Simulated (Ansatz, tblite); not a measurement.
Removing an electron: MgMeF (CH3FMg). Total charge 0; singlet. Geometry: PBE-D4/def2-TZVP. Ansatz, gas phase; energy differences of separate SCF runs; the oxidised species was run as a doublet alone.

```
atom   x (Å)   y (Å)   z (Å)
 Mg1  -0.898   0.584  -0.720
  C2   0.550  -0.358   0.441
  H3   0.217  -1.357   0.761
  H4   0.776   0.224   1.347
  H5   1.490  -0.484  -0.118
  F6  -2.135   1.390  -1.711
```

The xTB rows come from tblite. Correlated methods freeze 3 core orbitals; core or outer-core shells of Mg are correlated, in sets that lack core-valence functions.

Task: Estimate orbital energies and vertical ionisation energies at: GFN1-xTB; GFN2-xTB; HF/def2-TZVPP; PBE-D4/def2-TZVP; r2SCAN-D4/def2-TZVP; PBE0-D4/def2-TZVP; MP2/def2-TZVPP; CCSD/def2-TZVPP; CCSD(T)/def2-TZVPP.

Result: 
```tsv
level	−HOMO (eV)	vertical IE (eV)	−LUMO (eV)	HOMO–LUMO gap (eV)
GFN1-xTB	11.88	15.76	8.57	3.31
GFN2-xTB	10.87	14.65	8.07	2.80
HF/def2-TZVPP	–	8.73	–	–
PBE-D4/def2-TZVP	6.38	9.88	1.76	4.62
r2SCAN-D4/def2-TZVP	6.53	9.76	1.29	5.24
PBE0-D4/def2-TZVP	7.56	9.96	1.06	6.50
MP2/def2-TZVPP	–	9.98	–	–
CCSD/def2-TZVPP	–	9.88	–	–
CCSD(T)/def2-TZVPP	–	9.95	–	–
```

  Raw xTB energy differences between charge states are shifted by several eV; the methods need an empirical correction for them.
